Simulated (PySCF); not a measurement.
Level of theory: PySCF with PBE-D3(BJ)/def2-TZVP // PBE0-D4/def2-TZVP. Gas-phase values, no solvent. Excitations are Tamm–Dancoff values on a coarser integration grid. The basis has no diffuse functions, so Rydberg states are missing or too high.

Reference species (SMILES): `O=B` (neutral, multiplicity 1).

```
Item                  Result
-------------------  -------
S1 excitation (TDA)  7.94 eV
HOMO–LUMO gap        7.94 eV
```

Changed species: `[C-]#[S+]`.

### Question
Predict the effect on the S1 excitation (TDA) and HOMO–LUMO gap.

### Answer
the S1 excitation (TDA) falls by 3.08 eV, to 4.86 eV; the HOMO–LUMO gap decreases by 3.96 eV, to 3.98 eV.
